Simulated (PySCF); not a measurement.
Species: C3H4NO (doublet state).
Z-matrix (Å and degrees, GFN2-xTB geometry), rows numbered from 1:
```
C 
C   1  1.2983
N   2  1.3456  1  139.78
C   3  1.3734  2  124.62  1   -52.67
O   4  1.2048  3  125.26  2     8.00
H   1  1.0890  2  123.13  3   -13.07
H   1  1.0771  2  121.38  3   170.00
H   3  1.0128  2  116.81  1   136.52
H   4  1.1044  3  111.14  2  -171.14
```

The hyperfine couplings belong to this conformer and change with its torsions.

The species is `C=[C]NC=O` [radical].

Method used: PySCF 2.14.0, UKS B3LYP, pcH-1 on C H N O, non-relativistic, mean-field spin-orbit, GIAO. Geometry: GFN2-xTB, one conformer, isolated molecule. The geometry wasn't refined by DFT: couplings that depend on bond lengths, twists or pyramidal angles can differ widely from those at the functional's own minimum. The frame is twisted about the C1–C2 bond at this geometry (dihedral H6–C1–C2–N3 = -13°); couplings at other torsion angles weren't computed. Stability of the SCF solution: not tested.

Task: What is the g tensor, term by term?

Result: 
```
                    Δg (ppm)     1     2     3
relativistic mass correction  -176  -176  -176
            gauge correction    35     8     4
   orbital Zeeman/spin–orbit  -210   118  1045
                       total  -352   -50   873
```

So g = 2.00197, 2.00227, 2.00319 and g_iso = 2.00248; the tensor is rhombic: the two nearest values differ by 25 % of g3 − g1. 

Task: What effective moment and Curie constant follow for a powder?

Result: With the mean of g² = 4.0099 and S(S+1) = 0.75: μ_eff = √(⟨g²⟩S(S+1)) = 1.734 μB and χT = 0.12505·⟨g²⟩·S(S+1) = 0.376 cm³ K/mol (cgs; spin-Hamiltonian part alone).

Task: What are the electron Larmor frequencies g μB B/h along the three axes at 350 mT?

Result: 9.8070, 9.8085, 9.8130 GHz for g1, g2 and g3, a range of 6.0 MHz.

Task: In a frozen sample, at which fields do the three g values resonate at 9.5, 34, 94 and 263 GHz (hyperfine left aside), and which band first spreads them over more than twice a line width of 0.5 mT?

Result: 
```csv
band,GHz,B(g3) mT,B(g2) mT,B(g1) mT,spread mT
X,9.5,338.84,338.99,339.04,0.21
Q,34.0,1212.68,1213.23,1213.42,0.74
W,94.0,3352.69,3354.24,3354.74,2.05
J,263.0,9380.41,9384.73,9386.14,5.74
```

The spread grows in proportion to the frequency. W band is the first where it exceeds 1.0 mT.

The Mulliken spin populations are largest on C2 (+0.85), C1 (-0.09), H6 (+0.08) and O5 (+0.08). No atom but C2 exceeds +0.15.

The HOMO–LUMO gaps are 5.13 eV among the α and 5.14 eV among the β orbitals.

On one thread, Arm Neoverse V1 (aarch64) (shared host), this took 18 s (with the writing of density and orbital grids) and 0.54 GiB of memory at its peak.
